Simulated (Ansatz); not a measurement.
**hcp Cu (model structure)**

Level of theory: r²SCAN+rVV10 (PAW; Ansatz, an electronic-structure program).

Numerical settings: plane-wave cutoff 500 eV, 36×36×18 k mesh (along the axes of the cell as run), Fermi–Dirac smearing 0.1 eV, no spin polarisation, scalar-relativistic PAW data made under PBE.

Cell (relaxed at this level):

```cif
data_Cu2
_chemical_formula_sum 'Cu2'
_space_group_name_H-M_alt 'P 1'
_space_group_IT_number 1
_cell_length_a 2.51419
_cell_length_b 2.51419
_cell_length_c 4.12900
_cell_angle_alpha 90.000
_cell_angle_beta 90.000
_cell_angle_gamma 120.000
loop_
_space_group_symop_operation_xyz
  'x, y, z'
loop_
_atom_site_label
_atom_site_type_symbol
_atom_site_fract_x
_atom_site_fract_y
_atom_site_fract_z
_atom_site_occupancy
Cu1 Cu 0.33333 0.66667 0.25000 1
Cu2 Cu 0.66667 0.33333 0.75000 1
```

```json
{
  "band_gap": "zero (no gap)"
}
```

Note: the relaxation could raise the start's symmetry but not lower it, so the cell can be a saddle point.

Computed values are for the static lattice.

A model structure was made by putting elements into a prototype or built by hand; it is no filed structure, need not be a known phase, and can be a saddle point held by its symmetry.
